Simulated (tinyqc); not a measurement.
Inside a calculation. Method: coupled-perturbed Hartree-Fock on RHF in the sto-6g basis, for OH-, spin multiplicity 1. The basis has no diffuse functions, so it cannot describe the extra electron: this is an exercise in the method, not the real anion. One step of it, computed by the program tinyqc.

Task: Coupled step 1. U_ai = -(mu_ai + sum_bj [4 (ai|bj) - (ab|ij) - (aj|bi)] U_bj) / (e_a - e_i); alpha = -4 sum U_ai mu_ai.

uncoupled U, order a6:
```
[[0.000000, 0.000000, 0.000000, -0.051934, -0.038548]]
```

dipole integrals <a|y|i> (bohr), order a6:
```
[[0.000000, 0.000000, 0.000000, 0.043089, 0.031983]]
```

orbital energies (hartree): [-19.729353, -0.588953, 0.072695, 0.199417, 0.199417, 1.029101]

Two-electron integrals over orbitals (pq|rs), unique and non-zero (hartree):
```
(11|11) 4.763194    (21|11) -0.457656   (21|21) 0.070486    (22|11) 1.063041
(22|21) -0.019291   (22|22) 0.738791    (31|11) 0.157922    (31|21) -0.024217
(31|22) 0.008362    (31|31) 0.015839    (32|11) -0.187097   (32|21) 0.007186
(32|22) -0.062486   (32|31) 0.009479    (32|32) 0.126617    (33|11) 0.708310
(33|21) -0.006039   (33|22) 0.581670    (33|31) -0.000856   (33|32) 0.014998
(33|33) 0.622018    (41|41) 0.026671    (42|41) 0.034173    (42|42) 0.157818
(43|41) -0.010744   (43|42) -0.043006   (43|43) 0.031567    (44|11) 1.117090
(44|21) -0.012325   (44|22) 0.769721    (44|31) 0.004091    (44|32) -0.099504
(44|33) 0.562727    (44|44) 0.880663    (51|51) 0.026671    (52|51) 0.034173
(52|52) 0.157818    (53|51) -0.010744   (53|52) -0.043006   (53|53) 0.031567
(54|54) 0.047461    (55|11) 1.117090    (55|21) -0.012325   (55|22) 0.769721
(55|31) 0.004091    (55|32) -0.099504   (55|33) 0.562727    (55|44) 0.785741
(55|55) 0.880663    (61|11) -0.124491   (61|21) 0.019806    (61|22) -0.002502
(61|31) 0.005918    (61|32) 0.021391    (61|33) -0.006362   (61|44) -0.003185
(61|55) -0.003185   (61|61) 0.027134    (62|11) 0.166702    (62|21) -0.004785
(62|22) 0.085755    (62|31) 0.016456    (62|32) 0.048065    (62|33) 0.001652
(62|44) 0.089250    (62|55) 0.089250    (62|61) 0.022831    (62|62) 0.110208
(63|11) 0.302763    (63|21) -0.004160   (63|22) 0.148870    (63|31) -0.002983
(63|32) -0.112324   (63|33) 0.000589    (63|44) 0.175878    (63|55) 0.175878
(63|61) -0.008724   (63|62) 0.024312    (63|63) 0.182508    (64|41) 0.007977
(64|42) 0.032442    (64|43) 0.013749    (64|64) 0.037836    (65|51) 0.007977
(65|52) 0.032442    (65|53) 0.013749    (65|65) 0.037836    (66|11) 0.944160
(66|21) -0.011083   (66|22) 0.675649    (66|31) 0.011072    (66|32) 0.008040
(66|33) 0.621168    (66|44) 0.668168    (66|55) 0.668168    (66|61) 0.009141
(66|62) 0.081050    (66|63) 0.068194    (66|66) 0.711048
```

Give: U after step 1; polarisability.

Result:

U after step 1, order a6:
```
[[0.0000, 0.0000, 0.0000, -0.0867, -0.0643]]
```

polarisability = 0.0232 bohr^3
